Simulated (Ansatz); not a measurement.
Task: a short molecular-dynamics run of C₄H₂, SMILES C#CC#C, with Ansatz's Python interface. Give the script and its output. Level of theory (for the species named): BLYP, 6-31G basis, multiplicity 1, D3BJ dispersion.

```xyz
6

C     1.9423    0.3247   -0.0563
C     0.7592    0.1269   -0.0220
C    -0.7592   -0.1269    0.0220
C    -1.9423   -0.3247    0.0563
H     2.9921    0.5002   -0.0868
H    -2.9921   -0.5002    0.0868
```

Script `c4h2.py`:
```python
"""Molecular dynamics of one C4H2 molecule."""

import ansatz as az
import numpy as np

geometry_ang = [
    ("C", (1.9423, 0.3247, -0.0563)),
    ("C", (0.7592, 0.1269, -0.022)),
    ("C", (-0.7592, -0.1269, 0.022)),
    ("C", (-1.9423, -0.3247, 0.0563)),
    ("H", (2.9921, 0.5002, -0.0868)),
    ("H", (-2.9921, -0.5002, 0.0868)),
]
system = az.Crystal.molecule()
for symbol, xyz in geometry_ang:
    system = system.atom(symbol, xyz)

base = system.calculation()
base = base.basis(gaussian="6-31G")
base = base.functional("blyp", dispersion="d3bj")
symbols = [site.symbol for site in system.cartesian_sites]
start = np.array([site.position_ang for site in system.cartesian_sites], dtype=float)
report = base.relax(force_tolerance=0.02).run(threads=1).report
end = np.array(report["positions_ang"])
minimum = az.Crystal.molecule()
for symbol, place in zip(symbols, end):
    minimum = minimum.atom(symbol, place.tolist())

# dynamics from the relaxed geometry
base = (
    minimum.calculation()
    .basis(gaussian="6-31G")
    .functional("blyp", dispersion="d3bj")
    .md("nvt_langevin", timestep=0.5, steps=30, temperature=200, initial_velocities="maxwell_boltzmann", seed=83, friction=0.05)
)
frames = []
result = base.session().plan().execute(on_event=lambda e: frames.append(e["data"]) if e["event"] == "md_step" else None)
print("t (fs)   E_pot (eV)      E_kin (eV)   T (K)   d(0-1) (A)")
for f in frames[::3]:
    xyz = np.array(f["positions_ang"])
    print(f"{f['time_fs']:6.2f} {f['lagrangian_ev']:14.5f} {f['e_kin_ev']:10.5f} {f['temperature_k']:8.1f} {np.linalg.norm(xyz[0] - xyz[1]):9.4f}")
print("mean temperature", round(float(np.mean([f["temperature_k"] for f in frames])), 1), "K")
```

```console
$ python c4h2.py
t (fs)   E_pot (eV)      E_kin (eV)   T (K)   d(0-1) (A)
  0.00    -4174.45618    0.12926    166.7    1.2291
  1.50    -4174.42543    0.06969     89.9    1.2249
  3.00    -4174.41809    0.07685     99.1    1.2226
  4.50    -4174.43888    0.11820    152.4    1.2256
  6.00    -4174.40262    0.11115    143.3    1.2301
  7.50    -4174.36265    0.12763    164.6    1.2315
  9.00    -4174.38598    0.12376    159.6    1.2286
 10.50    -4174.38214    0.13565    174.9    1.2231
 12.00    -4174.34219    0.10047    129.5    1.2186
 13.50    -4174.37704    0.09123    117.6    1.2203
 15.00    -4174.39868    0.06632     85.5    1.2223
mean temperature 130.9 K
```

What to keep in mind:
- Total energies depend on the basis set; only differences at equal settings carry meaning.
- The trajectory is only some femtoseconds long, so its temperature is not equilibrated; where the script doesn't relax first, it starts from a rough generated geometry.
- The printed temperature counts all 3N degrees of freedom under Langevin dynamics, so the first row lies under the target.
- Run time: 26 s on 1 thread of AMD EPYC 9R14 (Zen 4) (shared host), peak memory 0.17 GiB.

(Lines on the test bed's own set-up are left out of the output.)
